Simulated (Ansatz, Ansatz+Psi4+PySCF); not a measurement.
```xyz
2

Cl    0.0000    0.0000   -0.6144
F     0.0000    0.0000    1.1605
```

Basis set: cc-pVTZ (spherical functions). Left uncorrelated: 6 orbitals. Charge 0, multiplicity 1.

Computed with Ansatz (development build ahead of 0.2.0); each method stands on the lowest determinant of its kind that the runs found. Restricted open shells among the atoms or ions are ROHF, correlated in semicanonical orbitals with singles.

The atomization energy at this shape (free ground-state atoms in the same class of orbitals less the molecule, no zero-point energy) of singlet ClF:

| method | atomization energy |
| --- | --- |
| RHF | 0.10 eV |

Question: What does RHF-MP2 give?

Answer: 2.39 eV. Caution: the shape is not the minimum.
